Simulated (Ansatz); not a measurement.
Where CCSD(T) holds and where it slips

Each species is computed at the geometry given (Å), with frozen cores, in Ansatz 0.2.0: RHF-CCSD(T) for singlets, UHF-CCSD(T) otherwise, and full CI in the same basis. The program picks the determinant by trial CCSD, so it needn't be the lowest Hartree–Fock solution. States: Al2 Σg⁻ or Δg, AlO Σ⁺ or Δ, HAl–CH A''. Cases whose determinant has another symmetry than full CI's state, or whose (Q) step broke down, weren't drawn.

Question: Judging by size, spin and bonding, rank them by the size of CCSD(T)'s error in total energy against full CI in the same basis, smallest first (an estimate).
A. AlO, sextet, cc-pVDZ: Al 0.000 0.000 0.000; O 0.000 0.000 1.784
B. Al$_{2}$, triplet, aug-cc-pVDZ: Al 0.000 0.000 0.000; Al 0.000 0.000 2.538
C. HAl–CH, quartet, 6-31G: Al 0.000 -0.074 0.613; C 0.000 0.010 -1.308; H 0.000 1.322 1.421; H 0.000 0.549 -2.254

Answer: A (9.3 meV), C (19.8 meV), B (79.1 meV).

```tsv
species	basis	correlated electrons	CCSD(T) − full CI (meV)	CCSDT(Q) − full CI (meV)	unpaired electrons (full CI)	T1	⟨S²⟩ of the determinant
AlO, sextet	cc-pVDZ	9	9.3	-2.5	5.01	0.008	8.76
HAl–CH, quartet	6-31G	9	19.8	-0.5	3.03	0.018	3.77
Al2, triplet	aug-cc-pVDZ	6	79.1	2.3	2.23	0.035	2.04
```

Unpaired electrons are Σ n²(2−n)² over natural occupations; an open shell counts its own unpaired electrons too. Frozen cores follow each run's orbitals, which moves totals by a few meV.
